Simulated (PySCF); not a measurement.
C4H7N.
Cartesian coordinates in Å at the GFN2-xTB level; atoms count from 1:
```
atom  x, y, z in Å
C1     1.8203   -0.5035    0.5884
C2     0.7497   -0.0752   -0.0278
C3     0.1109    0.9333   -0.8764
C4    -0.6755   -0.2515   -0.3367
N5    -1.6342    0.0148    0.7007
H6     2.7605    0.0206    0.5202
H7     1.8100   -1.3989    1.1895
H8    -0.0932    1.8985   -0.4362
H9     0.3424    0.9660   -1.9317
H10   -0.9272   -1.0345   -1.0602
H11   -1.7117   -0.7718    1.3362
H12   -2.5507    0.2015    0.3079
```

A PySCF run (density fitting, gas phase, GFN2-xTB geometry) gave HOMO -8.46 eV, LUMO 1.06 eV, dipole 1.36 D.

Question: Which of these levels was it?
A. KT2/6-311G**
B. X3LYP/cc-pVTZ
C. CAM-B3LYP/def2-SVPD
D. PBE0/pcSseg-1

Answer: C. It is CAM-B3LYP/def2-SVPD. All candidates on this geometry:

| level and settings | kind | basis functions | SCF cycles | E (Eh) | HOMO (eV) | LUMO (eV) | dipole (D) |
| --- | --- | --- | --- | --- | --- | --- | --- |
| KT2/6-311G** | GGA | 132 | 15 | -215.0528 | -5.42 | -0.72 | 1.32 |
| X3LYP/cc-pVTZ, start guess atom, fitting basis def2-universal-jkfit | global hybrid | 248 | 11 | -211.2857 | -6.72 | 0.04 | 1.33 |
| PBE0/pcSseg-1 | global hybrid | 120 | 13 | -211.0313 | -6.87 | 0.19 | 1.40 |
| CAM-B3LYP/def2-SVPD | range-separated hybrid | 156 | 12 | -211.0527 | -8.46 | 1.06 | 1.36 |

The nearest other candidate, by the summed differences of HOMO and LUMO, is PBE0/pcSseg-1: its HOMO differs by +1.59 eV and its LUMO by -0.87 eV. Cycle counts include a coarse-grid stage where the run had one. All basis functions are spherical, in the Pople sets too. KT2 was designed for NMR shieldings or shifts; total energies of different functionals aren't comparable.
